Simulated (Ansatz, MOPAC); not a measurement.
Barrier height from C2H5 (SMILES [CH2]C) to the transition structure C2H5, without zero-point energy, on the benchmark's geometries as Psi4's copy of the set gives them.
Transition structure (charge 0, multiplicity 2, Z-matrix in Å and degrees):
```
C
C 1 1.3446
H 2 1.0809 1 121.40
H 2 1.0809 3 117.15 1 177.22
H 1 1.0809 2 121.25 3 -6.58
H 1 1.0809 5 116.76 2 170.17
H 1 1.9805 5 85.65 6 82.92
```
Reactant (charge 0, multiplicity 2):
| atom | x (Å) | y (Å) | z (Å) |
|---|---|---|---|
| C | -0.2587 | -0.8168 | 0.0000 |
| C | -0.2510 | 0.6742 | 0.0000 |
| H | 0.7588 | -1.2259 | 0.0000 |
| H | -0.7588 | -1.2139 | 0.8834 |
| H | -0.7588 | -1.2139 | -0.8834 |
| H | -0.1700 | 1.2259 | -0.9243 |
| H | -0.1700 | 1.2259 | 0.9243 |

Open shells are unrestricted; no spin–orbit coupling.

The state that PM7 reach isn't checked; PM7 holds dispersion and hydrogen-bond terms.

The values were computed with Ansatz (a first-principles code); MOPAC for PM7 (differences of heats of formation). Each number belongs to the level named beside it.

Problem. One of these levels gives 2.130 eV for the barrier height. Which?
A) HF/aug-cc-pVTZ
B) SVWN5/def2-TZVPPD
C) PM7

Solution. C, PM7. The others give 1.920 (HF/aug-cc-pVTZ), 1.707 (SVWN5/def2-TZVPPD)

Doubts at one or more of the structures used: a spin-contaminated determinant (HF/aug-cc-pVTZ).
